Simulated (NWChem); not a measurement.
# Polarisability of diphosphorus (P$_{2}$)

SMILES: P#P
```xyz
2

P      0.0000     0.0000     0.9455
P      0.0000     0.0000    -0.9455
```
Charge 0, spin multiplicity 1.

The numbers come from NWChem runs, not from measurements. Structure: optimised with PBE0/def2-SVP, a minimum by its harmonic frequencies.

Basis set: 6-31G*. The field's frequency is 0.0773 Ha (589 nm). This basis has no diffuse functions, which lowers polarisabilities.

The correlated methods keep 10 core orbitals frozen. B3LYP has NWChem's definition, with VWN1-RPA local correlation. The Pople sets run with spherical d functions. No row is a measurement; the coupled-cluster row has its own basis-set and correlation limits.

Problem. One of these methods gave an isotropic polarisability of 39.09 bohr³. Which?
A. B3LYP
B. HF
C. CCSD linear response
D. PBE

Solution. B, HF. The others give 38.16 (PBE), 37.99 (B3LYP), 36.77 (CCSD linear response).
